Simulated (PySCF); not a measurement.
hydrogen fluoride (FH), SMILES F. Coordinates come from a PBE-D3(BJ)/def2-TZVPD optimisation.

Computed equilibrium geometry at PBE-D3(BJ)/def2-TZVPD (PySCF confirms it by a frequency run) as a Z-matrix, and its point group:
point group C∞v.
```
F
H 1 0.9334
```
